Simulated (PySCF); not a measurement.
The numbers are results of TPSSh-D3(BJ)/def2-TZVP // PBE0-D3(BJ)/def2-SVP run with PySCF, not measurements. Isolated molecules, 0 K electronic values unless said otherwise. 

Reference species (SMILES): `N` (neutral, multiplicity 1).

```
Item             Result
-------------  --------
HOMO           -6.83 eV
dipole moment    1.76 D
HOMO–LUMO gap   7.56 eV
```

Changed species: `CO` (free base CH3OH; the reference has free base NH3).

Question: Predict the effect on the HOMO, dipole moment and HOMO–LUMO gap.

Answer: the HOMO drops by 0.15 eV, to -6.98 eV; the dipole moment drops by 0.14 D, to 1.62 D; the HOMO–LUMO gap goes up by 0.22 eV, to 7.78 eV.
